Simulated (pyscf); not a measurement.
**Elimination: H₃C–CH(F)–F (SMILES CC(F)F) -> H₂C=CH–F (SMILES C=CF) + HF (SMILES F)**

Gas phase, singlet surface, charge 0. Bonds broken: C1–H5, C2–F3. Bonds formed: F3–H5. Single points on ωB97X-D3(BJ)/def2-SVP structures (PySCF, gas phase). Correlated levels are frozen-core, on RHF or UHF. ΔMP2 is the change of the MP2 total energy from the triple- to the quadruple-zeta basis.

Transition state (Å):

```xyz
8

C     -0.1013     0.4953    -0.1271
C     -1.1709     0.0850    -0.9405
F     -1.1218    -1.6554    -0.1753
F     -2.3920     0.4357    -0.6400
H     -0.3420    -0.7837     0.2390
H     -0.3383     1.2063     0.6700
H      0.8800     0.5677    -0.6036
H     -1.0702    -0.3131    -1.9553
```

One imaginary mode, 1838i cm⁻¹; descent along it reached the two sides named.

| bond | change | reactant side (Å) | saddle | product side |
|---|---|---|---|---|
| C1–H5 | breaks | 1.099 | 1.352 | 2.383 |
| C2–F3 | breaks | 1.360 | 1.902 | 3.0 |
| F3–H5 | forms | 2.6 | 1.241 | 0.927 |

Electronic energies relative to the reactant's lowest minimum found (eV):

```
level                             barrier  reaction energy  reverse barrier
--------------------------------  -------  ---------------  ---------------
ωB97X-D3(BJ)/def2-TZVP               3.00            +1.30             1.71
PBE/def2-TZVP                        2.53            +1.17             1.36
r²SCAN/def2-TZVP                     2.74            +1.29             1.45
B3LYP-D3(BJ)/def2-TZVP               2.82            +1.13             1.68
PBE0-D3(BJ)/def2-TZVP                2.88            +1.30             1.58
M06-2X/def2-TZVP                     3.06            +1.23             1.83
ωB97M-D3(BJ)/def2-TZVP               2.90            +1.19             1.71
HF/def2-TZVP                         3.68            +1.18             2.50
MP2/def2-QZVPP                       2.94            +1.06             1.89
CCSD/def2-TZVPP                      3.19            +1.10             2.10
CCSD(T)/def2-TZVPP                   3.03            +1.07             1.96
CCSD(T)/def2-TZVPP + ΔMP2(QZVPP)     3.01            +1.05             1.96
```

With CCSD(T)/def2-TZVPP + ΔMP2(QZVPP) energies and thermal terms (ideal gas, 1 atm, RRHO with modes under 100 cm⁻¹ raised to 100, one conformer, R ln 2 for rigid chiral ones), in eV:

```json
[
 {"T (K)": "298", "ΔH‡": "2.80", "ΔG‡": "2.78", "ΔH": "+0.91", "ΔG": "+0.47"},
 {"T (K)": "600", "ΔH‡": "2.81", "ΔG‡": "2.76", "ΔH": "+0.94", "ΔG": "0.00"},
 {"T (K)": "900", "ΔH‡": "2.81", "ΔG‡": "2.73", "ΔH": "+0.93", "ΔG": "-0.47"},
 {"T (K)": "1200", "ΔH‡": "2.81", "ΔG‡": "2.70", "ΔH": "+0.90", "ΔG": "-0.93"}
]
```

This is the saddle that the search found; another between the same sides may lie lower. The CCSD(T) − MP2 part came from Ansatz, without density fitting, on the same reference.
